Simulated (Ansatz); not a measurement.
# ClH5SSi: the cost of one run

All numbers below are computed with Ansatz 0.2.0 (RKS B3LYP-D4/def2-SVP).

## (1) The system as given

Bond lengths: S1–H2 1.326 Å, S1–H3 1.326 Å, Si4–Cl5 2.021 Å, Si4–H6 1.457 Å, Si4–H7 1.456 Å, Si4–H8 1.458 Å. Angles: H2–S1–H3 92.4°, Cl5–Si4–H6 107.4°, Cl5–Si4–H7 107.3°, Cl5–Si4–H8 107.2°, H6–Si4–H7 111.9°, H6–Si4–H8 111.5°, H7–Si4–H8 111.3°.

Coordinates:

```xyz
8

S    -0.3932   -0.7615   -2.3511
H     0.5995   -0.0715   -1.8071
H    -0.7047    0.2300   -3.1748
Si   -0.0090    0.0559    1.5363
Cl    1.5095    0.9352    0.5334
H     0.2394   -1.3795    1.5315
H    -1.2422    0.3962    0.8410
H     0.0007    0.5952    2.8907
```

## (2) Relaxing the start

The input, input.yaml:

```yaml
crystal:
  periodic: [false, false, false]
  atoms:
    - { symbol: S, position_ang: [-0.3932, -0.7615, -2.3511] }
    - { symbol: H, position_ang: [0.5995, -0.0715, -1.8071] }
    - { symbol: H, position_ang: [-0.7047, 0.23, -3.1748] }
    - { symbol: Si, position_ang: [-0.009, 0.0559, 1.5363] }
    - { symbol: Cl, position_ang: [1.5095, 0.9352, 0.5334] }
    - { symbol: H, position_ang: [0.2394, -1.3795, 1.5315] }
    - { symbol: H, position_ang: [-1.2422, 0.3962, 0.841] }
    - { symbol: H, position_ang: [0.0007, 0.5952, 2.8907] }
basis:
  gaussian: { orbitals: def2-SVP }
hamiltonian:
  xc: b3lyp
  dispersion: d4
relax:
  f_tol: 0.02
  max_steps: 40
output:
  orbitals: {}
```

Command:

```sh
$ ansatz run input.yaml --threads 2 --pin off --max-ram 3072MiB --backend cpu --events-out ev --progress --plain --runs-dir out
```

Q: Estimate wall time and peak memory on 2 threads of Arm Neoverse N1, shared host.

About 23 s, with a peak of 0.15 GiB.
